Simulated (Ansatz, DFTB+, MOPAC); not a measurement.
System: sulfur dioxide, SO₂, charge 0, multiplicity 1. SMILES: O=S=O

Atoms: S1, O2, O3. Bonds: S1-O2, S1-O3.

Bond lengths (Å) and angles (degrees) optimised at PM3 with MOPAC; SCC-DFTB with DFTB+; HF/6-31G* with Ansatz (a first-principles code), each started from the B3LYP-D3(BJ)/def2-TZVP structure (Ansatz) of the last column. A row stands for all coordinates that are equal there. 6-31G* holds six Cartesian d functions. No wavenumbers were computed at SCC-DFTB, so these may be saddle points.

| coordinate | PM3 | SCC-DFTB | HF/6-31G* | B3LYP-D3(BJ)/def2-TZVP |
|---|---|---|---|---|
| S1-O2 | 1.442 | 1.459 | 1.414 | 1.439 |
| O2-S1-O3 | 106.1 | 121.5 | 118.8 | 118.9 |

Mean signed difference of all 2 bond lengths from B3LYP-D3(BJ)/def2-TZVP: PM3 0.004 Å, SCC-DFTB 0.021 Å, HF/6-31G* -0.024 Å.
